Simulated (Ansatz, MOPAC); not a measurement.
Process, species as SMILES: c1cc[nH]c1 [1H-pyrrole] + 7 [H][H] (H2) -> 4 C (CH4) + N (NH3)

Wanted: energy of full hydrogenation (enthalpy at 298 K), in kcal/mol. Terms: six Cartesian d functions in 6-31G* and its kin unless marked 5d; non-relativistic; spin-orbit terms left out; no dispersion term unless named. First-principles rows: single points at B3LYP-D3(BJ) geometries (Ansatz, an electronic-structure program), with unscaled harmonic terms from B3LYP/6-31G* at its own minima. Semi-empirical rows: MOPAC heats of formation at their own minima for 298 K.

```json
[
 {"species": "c1cc[nH]c1", "coefficient": "-1", "E at HF/6-31G* (Ansatz), Eh": "-208.80693", "E at PBE0/def2-TZVPD (Ansatz), Eh": "-210.00123", "H(298 K) - E, kcal/mol": "54.94", "heat of formation at PM6 (MOPAC), kcal/mol": "25.75"},
 {"species": "[H][H] (H2)", "coefficient": "-7", "E at HF/6-31G* (Ansatz), Eh": "-1.12669", "E at PBE0/def2-TZVPD (Ansatz), Eh": "-1.16825", "H(298 K) - E, kcal/mol": "8.44", "heat of formation at PM6 (MOPAC), kcal/mol": "-25.73"},
 {"species": "C (CH4)", "coefficient": "+4", "E at HF/6-31G* (Ansatz), Eh": "-40.19509", "E at PBE0/def2-TZVPD (Ansatz), Eh": "-40.47422", "H(298 K) - E, kcal/mol": "30.76", "heat of formation at PM6 (MOPAC), kcal/mol": "-12.29"},
 {"species": "N (NH3)", "coefficient": "+1", "E at HF/6-31G* (Ansatz), Eh": "-56.18402", "E at PBE0/def2-TZVPD (Ansatz), Eh": "-56.51502", "H(298 K) - E, kcal/mol": "24.05", "heat of formation at PM6 (MOPAC), kcal/mol": "-3.14"}
]
```

Measured values: Active Thermochemical Tables 1.112 (ions: stationary electron), as tabulated in the package chemicals; G2/97 table in ASE (Curtiss et al.); they hold spin-orbit and core effects, anharmonicity.  Value to compare with, the measured value: -108.0 kcal/mol. 1 Eh = 627.5095 kcal/mol.

Problem. Compute it at each level from the table, and compare with the measured value.

Solution. 
- HF/6-31G*: the sum of coefficient times E is -0.27062 Eh, or -169.82 kcal/mol; the thermal terms add 33.07. Result: -136.7 kcal/mol. Its error against the measured value is -28.7 kcal/mol.
- PBE0/def2-TZVPD: the sum of coefficient times E is -0.23292 Eh, or -146.16 kcal/mol; the thermal terms add 33.07. Result: -113.1 kcal/mol. Its error against the measured value is -5.1 kcal/mol.
- PM6: the sum of coefficient times heat of formation is 102.06 kcal/mol; it needs no thermal term. Its error against the measured value is 210.1 kcal/mol.
